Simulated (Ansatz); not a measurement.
Molecule (SMILES): F[C](F)F, doublet.
Atoms: C1, F2, F3, F4. Bonds: C1-F2, C1-F3, C1-F4.

Basis-set convergence of the optimised C1-F2 bond length at MP2 with Ansatz (an electronic-structure program). The reference of a correlated method is not its basis-set limit, which lies further on. All functions are spherical. Cores are frozen. Open shells are unrestricted. No added dispersion term, no relativity. Reference: the value in def2-QZVPP, 1.3139 Å, itself unsure by roughly 0.0002 Å (its distance from cc-pVQZ). Deviations are taken from unrounded values.

```tsv
basis	functions	optimised C1-F2 bond length (Å)
cc-pVDZ	56	1.3247
aug-cc-pVDZ	92	1.3346
6-311G**	72	1.3180
6-311+G**	88	1.3191
cc-pVTZ	120	1.3160
aug-cc-pVTZ	184	1.3174
def2-TZVPP	124	1.3160
def2-TZVPPD	157	1.3168
```

What the diffuse functions change, pair by pair:
- cc-pVDZ to aug-cc-pVDZ: 36 more functions, deviation 0.0108 to 0.0207 Å
- 6-311G** to 6-311+G**: 16 more functions, deviation 0.0041 to 0.0052 Å
- cc-pVTZ to aug-cc-pVTZ: 64 more functions, deviation 0.0021 to 0.0035 Å
- def2-TZVPP to def2-TZVPPD: 33 more functions, deviation 0.0021 to 0.0029 Å

They bring the value nearer the reference by more than 0.0002 Å in 0 of 4 pairs.
